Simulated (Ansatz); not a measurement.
## Ansatz (development build ahead of 0.2.0) run

```yaml
crystal:
  periodic: [false, false, false]
  atoms:
    - { symbol: "N", position_ang: [0.00639, -0.00671, -0.56151] }
    - { symbol: O, position_ang: [0.00843, 0.00362, 0.4986] }
basis:
  gaussian: { orbitals: STO-3G }
total_charge: 1
hamiltonian:
  xc: hf
correlation:
  method: mp2
  frozen_orbitals: { "N": 1, O: 1 }
```

The input is written out in the form of the current development build from the run's settings.

The run gave:

| Item | Value |
| --- | --- |
| Converged | yes |
| Reference energy | -127.18444 hartree |
| Correlation energy | -0.16629 hartree |
| Total energy | -127.35073 hartree |
| Spin squared of the determinant | 0.000 |

Caution: no unrestricted run beside it, a lower state can exist.
